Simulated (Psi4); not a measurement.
# triplet BH3Cl−: levels of theory compared

Aim: a comparison of 3 runs (UBHLYP/cc-pVTZ, UM06-2X/cc-pVTZ, UPBE0/cc-pVTZ) of triplet BH3Cl−. 

Program for the calculation: Psi4 1.11.

2 further runs of the same task are left out: 2 set aside as unsound or not needed.

### 1 The structure to begin with

BH3Cl−: 5 atoms, total charge -1, spin state triplet. SMILES of the parent species: `[H][B-]([H])([H])Cl`. The coordinates come from a GFN2-xTB relaxation. That shape belongs to the parent species and isn't relaxed for this state.

Bond lengths: B1–Cl2 1.875 Å, B1–H3 1.207 Å, B1–H4 1.208 Å, B1–H5 1.207 Å. Angles: Cl2–B1–H3 106.7°, Cl2–B1–H4 106.7°, Cl2–B1–H5 106.7°, H3–B1–H4 112.1°, H3–B1–H5 112.2°, H4–B1–H5 112.1°.

### 2 Energy and gradient at UBHLYP/cc-pVTZ (run 1)

Input file input.json:

```json
{
  "schema_name": "qcschema_input",
  "schema_version": 1,
  "molecule": {
    "schema_name": "qcschema_molecule",
    "schema_version": 2,
    "symbols": ["B", "Cl", "H", "H", "H"],
    "geometry": [-0.00241885, 0.00308025, -0.31560316, 0.02570028, -0.03994881, 3.2263861, 2.17753141, 0.02150508, -0.98689057, -1.10858893, 1.90049756, -0.93919388, -1.09222391, -1.88515299, -0.98469849],
    "molecular_charge": -1,
    "molecular_multiplicity": 3,
    "fix_symmetry": "c1"
  },
  "driver": "gradient",
  "model": {
    "method": "bhhlyp",
    "basis": "cc-pVTZ"
  },
  "keywords": {
    "reference": "uks",
    "puream": true,
    "e_convergence": 1e-09,
    "d_convergence": 1e-08,
    "scf_type": "pk",
    "dft_radial_points": 99,
    "dft_spherical_points": 590,
    "maxiter": 200
  }
}
```

The run is started by

```console
$ psi4 --qcschema input.json -n 1 --memory 1600MB
```

stdout:

```text
[...]
  Running in c1 symmetry.
[...]
  Nuclear repulsion =   42.139721504774762
[...]
  Multiplicity = 3
[...]
  Nalpha       = 14
  Nbeta        = 12
[...]
    Number of basis functions: 106
[...]
   @UKS iter   1:  -486.41851918711507   -4.40903e-02   5.44252e-03 ADIIS/DIIS
[...]
   @UKS iter  35:  -486.65852666716137   -1.26761e-11   8.10004e-09 DIIS
[...]
   @S^2 Observed:                2.009481570E+00
[...]
  @UKS Final Energy:  -486.65852666716137
   => Energetics <=
    Nuclear Repulsion Energy =             42.1397215047747622
    One-Electron Energy =                -758.6946988684383086
    Two-Electron Energy =                 247.1311746334111490
    DFT Exchange-Correlation Energy =     -17.2347239369089955
    Empirical Dispersion Energy =           0.0000000000000000
    VV10 Nonlocal Energy =                  0.0000000000000000
    Total Energy =                       -486.6585266671613681
[...]
 Multipole Moments:
 ------------------------------------------------------------------------------------
     Multipole            Electronic (a.u.)      Nuclear  (a.u.)        Total (a.u.)
 ------------------------------------------------------------------------------------
 L = 1.  Multiply by 2.5417464519 to convert [e a0] to [Debye]
 Dipole X            :          0.0026792           -0.0314238           -0.0287446
 Dipole Y            :          0.1125104            0.0495856            0.1620961
 Dipole Z            :          5.8952386           -3.9317361            1.9635025
 Magnitude           :                                                    1.9703917
[...]
  -Total Gradient:
     Atom            X                  Y                   Z
    ------   -----------------  -----------------  -----------------
       1       -0.010388194852     0.043049716567     0.050269345536
       2        0.000893187134    -0.004587316059    -0.048122638162
       3       -0.004058392954    -0.016263970929    -0.001214071419
       4        0.003850344456    -0.016042663912     0.001316502606
       5        0.009703055278    -0.006155723173    -0.002248766284
[...]
```

The result, in JSON:

```text
{
 "driver": "gradient",
 "model": {
  "method": "bhhlyp",
  "basis": "cc-pVTZ"
 },
 "success": true,
 "return_result": [-0.010388194852181, 0.043049716566828364, 0.05026934553605453, 0.0008931871342455169, -0.004587316059272678, -0.04812263816241572, -0.004058392954421605, -0.016263970929006534, -0.001214071418826207, 0.003850344455986733, -0.01604266391174193, 0.0013165026061188675, 0.00970305527790254, -0.006155723172776975, -0.002248766284080668],
 "properties": {
  "calcinfo_nbasis": 106,
  "calcinfo_nmo": 106,
  "calcinfo_nalpha": 14,
  "calcinfo_nbeta": 12,
  "calcinfo_natom": 5,
  "nuclear_repulsion_energy": 42.13972150477476,
  "return_energy": -486.65852666716137,
  "return_gradient": [-0.010388194852181, 0.043049716566828364, 0.05026934553605453, 0.0008931871342455169, -0.004587316059272678, -0.04812263816241572, -0.004058392954421605, -0.016263970929006534, -0.001214071418826207, 0.003850344455986733, -0.01604266391174193, 0.0013165026061188675, 0.00970305527790254, -0.006155723172776975, -0.002248766284080668],
  "scf_one_electron_energy": -758.6946988684383,
  "scf_two_electron_energy": 247.13117463341115,
  "scf_xc_energy": -17.234723936908996,
  "scf_dipole_moment": [-0.02874458143783172, 0.16209607726600855, 1.9635024755704147],
  "scf_total_energy": -486.65852666716137,
  "scf_total_gradient": [-0.010388194852181, 0.043049716566828364, 0.05026934553605453, 0.0008931871342455169, -0.004587316059272678, -0.04812263816241572, -0.004058392954421605, -0.016263970929006534, -0.001214071418826207, 0.003850344455986733, -0.01604266391174193, 0.0013165026061188675, 0.00970305527790254, -0.006155723172776975, -0.002248766284080668],
  "scf_iterations": 35
 }
}
```

Wall time 79 s (1 thread of Intel Xeon 6975P-C (Granite Rapids), shared host); peak memory 0.83 GiB.

### 3 Energy and gradient at UM06-2X/cc-pVTZ (run 2)

Input file bclh3.xyz:

```xyz
5
BClH3
B     -0.001280     0.001630    -0.167010
Cl     0.013600    -0.021140     1.707330
H      1.152300     0.011380    -0.522240
H     -0.586640     1.005700    -0.497000
H     -0.577980    -0.997580    -0.521080
```

Input file bclh3.py:

```python
import psi4

psi4.set_memory('1600 MB')
psi4.set_num_threads(1)
psi4.core.set_output_file('run.log', False)

with open('bclh3.xyz') as f:
    atoms = ''.join(f.readlines()[2:])
molecule = psi4.geometry('-1 3\n' + atoms + 'symmetry c1')

psi4.set_options({
    'basis': 'cc-pVTZ',
    'reference': 'uks',
    'puream': True,
    'e_convergence': 1e-09,
    'd_convergence': 1e-08,
    'scf_type': 'pk',
    'dft_radial_points': 99,
    'dft_spherical_points': 590,
    'maxiter': 200,
})

e, wfn = psi4.gradient("M06-2X", return_wfn=True)
psi4.oeprop(wfn, "MULLIKEN_CHARGES", "LOWDIN_CHARGES", "QUADRUPOLE", title="M06-2X")
print('gradient / Eh bohr^-1')
print(e.np.round(6))
print(f'energy = {wfn.energy():.10f} Eh')
```

The run is started by

```console
$ python bclh3.py
```

run.log:

```text
[...]
  Running in c1 symmetry.
[...]
  Nuclear repulsion =   42.139721438069571
[...]
  Multiplicity = 3
[...]
  Nalpha       = 14
  Nbeta        = 12
[...]
    Number of basis functions: 106
[...]
   @UKS iter   1:  -486.38146879470065    6.02244e-03   5.81104e-03 ADIIS/DIIS
[...]
   @UKS iter  29:  -486.65063995039844   -2.67164e-12   4.55607e-09 DIIS
[...]
   @S^2 Observed:                2.006635310E+00
[...]
  @UKS Final Energy:  -486.65063995039844
   => Energetics <=
    Nuclear Repulsion Energy =             42.1397214380695715
    One-Electron Energy =                -758.7454863562392120
    Two-Electron Energy =                 245.8765529508920054
    DFT Exchange-Correlation Energy =     -15.9214279831208643
    Empirical Dispersion Energy =           0.0000000000000000
    VV10 Nonlocal Energy =                  0.0000000000000000
    Total Energy =                       -486.6506399503984426
[...]
  -Total Gradient:
     Atom            X                  Y                   Z
    ------   -----------------  -----------------  -----------------
       1       -0.022241948957     0.040720831636     0.038382090346
       2        0.002006522801    -0.003793206884    -0.042612649571
       3       -0.004632998497    -0.015989099914    -0.000042129918
       4        0.009312191918    -0.016959802802     0.004421380341
       5        0.015557082956    -0.003971655955    -0.000165329172
[...]
 Multipole Moments:
 ------------------------------------------------------------------------------------
     Multipole            Electronic (a.u.)      Nuclear  (a.u.)        Total (a.u.)
 ------------------------------------------------------------------------------------
 L = 1.  Multiply by 2.5417464519 to convert [e a0] to [Debye]
 Dipole X            :         -0.0486836           -0.0314237           -0.0801074
 Dipole Y            :          0.1023502            0.0495856            0.1519358
 Dipole Z            :          5.7539306           -3.9317361            1.8221945
 Magnitude           :                                                    1.8302717
 L = 2.  Multiply by 1.3450342976 to convert [e a0^2] to [Debye ang]
 Quadrupole XX       :        -28.1656782            7.1684138          -20.9972644
 Quadrupole XY       :         -0.7842058           -0.0085184           -0.7927242
[...]
```

Standard output:

```text
gradient / Eh bohr^-1
[[-2.2242e-02  4.0721e-02  3.8382e-02]
 [ 2.0070e-03 -3.7930e-03 -4.2613e-02]
 [-4.6330e-03 -1.5989e-02 -4.2000e-05]
 [ 9.3120e-03 -1.6960e-02  4.4210e-03]
 [ 1.5557e-02 -3.9720e-03 -1.6500e-04]]
energy = -486.6506399504 Eh
```

It took 2.3 min on 1 thread of Intel Xeon 6975P-C (Granite Rapids), shared host; peak memory 0.84 GiB.

### 4 Energy and forces at UPBE0/cc-pVTZ (run 3)

bclh3.xyz is that of step 3.

Input file calc.py:

```python
import psi4

psi4.set_memory(1600000000)
psi4.set_num_threads(1)
psi4.set_output_file('run.log', False)

with open('bclh3.xyz') as f:
    atoms = ''.join(f.readlines()[2:])
mol = psi4.geometry('-1 3\n' + atoms + 'symmetry c1')

psi4.set_options({
    'basis': 'cc-pVTZ',
    'reference': 'uks',
    'puream': True,
    'e_convergence': 1e-09,
    'd_convergence': 1e-08,
    'scf_type': 'pk',
    'dft_radial_points': 99,
    'dft_spherical_points': 590,
    'maxiter': 200,
})

e, wfn = psi4.gradient('pbe0', return_wfn=True)
psi4.oeprop(wfn, 'WIBERG_LOWDIN_INDICES', 'LOWDIN_CHARGES', 'MAYER_INDICES', title='PBE0')
print('gradient / Eh bohr^-1')
print(e.np.round(6))
print(f'energy = {wfn.energy():.10f} Eh')
```

The run is started by

```console
$ python calc.py
```

run.log:

```text
[...]
  Running in c1 symmetry.
[...]
  Nuclear repulsion =   42.139721438069571
[...]
  Multiplicity = 3
[...]
  Nalpha       = 14
  Nbeta        = 12
[...]
    Number of basis functions: 106
[...]
   @UKS iter   1:  -486.13830922829078    1.18072e-01   6.65678e-03 ADIIS/DIIS
[...]
   @UKS iter  27:  -486.49821561616733   -6.82121e-12   5.99592e-09 DIIS
[...]
   @S^2 Observed:                2.004699951E+00
[...]
  @UKS Final Energy:  -486.49821561616733
   => Energetics <=
    Nuclear Repulsion Energy =             42.1397214380695715
    One-Electron Energy =                -758.7622753727155214
    Two-Electron Energy =                 255.3231131649979488
    DFT Exchange-Correlation Energy =     -25.1987748465193526
    Empirical Dispersion Energy =           0.0000000000000000
    VV10 Nonlocal Energy =                  0.0000000000000000
    Total Energy =                       -486.4982156161673288
[...]
 Multipole Moments:
 ------------------------------------------------------------------------------------
     Multipole            Electronic (a.u.)      Nuclear  (a.u.)        Total (a.u.)
 ------------------------------------------------------------------------------------
 L = 1.  Multiply by 2.5417464519 to convert [e a0] to [Debye]
 Dipole X            :         -0.0419025           -0.0314237           -0.0733262
 Dipole Y            :          0.0914649            0.0495856            0.1410505
 Dipole Z            :          5.8216925           -3.9317361            1.8899563
 Magnitude           :                                                    1.8966304
[...]
  -Total Gradient:
     Atom            X                  Y                   Z
    ------   -----------------  -----------------  -----------------
       1       -0.019808463217     0.036568873805     0.042860069056
       2        0.001424978436    -0.002819668061    -0.048059533643
       3       -0.007248972856    -0.015914101099     0.000082207218
       4        0.008855909653    -0.016184579527     0.005147626336
       5        0.016776555948    -0.001650488199    -0.000029521399
[...]
```

The script printed:

```text
gradient / Eh bohr^-1
[[-1.9808e-02  3.6569e-02  4.2860e-02]
 [ 1.4250e-03 -2.8200e-03 -4.8060e-02]
 [-7.2490e-03 -1.5914e-02  8.2000e-05]
 [ 8.8560e-03 -1.6185e-02  5.1480e-03]
 [ 1.6777e-02 -1.6500e-03 -3.0000e-05]]
energy = -486.4982156162 Eh
```

It took 70 s on 1 thread of Intel Xeon 6975P-C (Granite Rapids), shared host; peak memory 0.82 GiB.

### 5 All runs side by side

```tsv
run	level	energy (Eh)	HOMO energy (eV)	⟨S²⟩	largest force (eV/Å)	wall time
1	UBHLYP/cc-pVTZ	-486.658527	4.39	2.009	3.445	79 s
2	UM06-2X/cc-pVTZ	-486.650640	4.07	2.007	3.096	2.3 min
3	UPBE0/cc-pVTZ	-486.498216	4.71	2.005	3.071	70 s
```

### 6 Outcome

```
                                 quantity          value
                      run 3: total energy  -486.49822 Eh
run 3: HOMO energy (highest over α and β)        4.71 eV
                              run 3: ⟨S²⟩          2.005
          run 3: largest force on an atom     3.071 eV/Å
```

In words: Totals of different functionals can't be ranked against each other. In runs 1, 2, 3 the HOMO lies above zero, so the outermost electron may be held by the basis alone. All runs together took 4.7 min, the longest 2.3 min.
